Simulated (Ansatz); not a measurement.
`CCCOC` → `CCOC` + `[CH2]` (triplet) at 700 K and 1 bar (formal loss of a carbene).

Calculated with Ansatz (gas phase, PBE0-D4/def2-TZVP geometries, no zero-point term in ΔE). CCSD(T)/CBS is the MP2 limit (def2-TZVPP, def2-QZVPP) plus CCSD(T) − MP2 in def2-TZVPP, frozen cores. This one scheme is used for every species. Triplets are unrestricted, without spin–orbit coupling. Each species was taken in one conformer, which may not be the lowest.

| species | CCSD(T)/CBS energy (Eh) | H − E (kJ/mol) | S (J/(mol·K)) |
| --- | --- | --- | --- |
| `CCCOC` | -233.38928 | 442.6 | 461.9 |
| `CCOC` | -194.12862 | 351.1 | 402.8 |
| `[CH2]` (triplet) | -39.09499 | 70.4 | 226.8 |

H − E and S are ideal-gas, rigid-rotor, harmonic terms from PBE0-D4/def2-TZVP, for one conformer and one mirror image of each species, with the whole ground term of open shells counted as degenerate. 1 Eh = 2625.50 kJ/mol, R = 8.31446 J/(mol·K).

**Question.** By hand: ΔE, ΔH, ΔS and ΔG.

**Answer.** ΔE = (-194.12862) + (-39.09499) − (-233.38928) = 0.16567 Eh = 435.0 kJ/mol. Δ(H − E) = 351.1 + 70.4 − 442.6 = -21.1, so ΔH = 413.9 kJ/mol. ΔS = 402.8 + 226.8 − 461.9 = 167.7 J/(mol·K). ΔG = 413.9 − 700 × (167.7)/1000 = 296.5 kJ/mol.

**Question.** By hand: the equilibrium constant, and the temperature at which ΔG would vanish if ΔH and ΔS stayed fixed.

**Answer.** log₁₀ K = −ΔG/(RT ln 10) = -22.1. ΔG = 0 at ΔH/ΔS = 2468 K.

The number of gas molecules changes by +1, which sets the sign of ΔS. A doubt of 5 kJ/mol in ΔE shifts log₁₀ K by 0.4 here. Other conformers and mirror images would add mixing entropy, several J/(mol·K) or more a flexible species. A triplet takes part, so the spin changes. These are equilibria of isolated gas molecules and say nothing of rates. Largest T1 diagnostic: 0.011 (customary marks: 0.02 for closed shells, 0.045 for open ones).
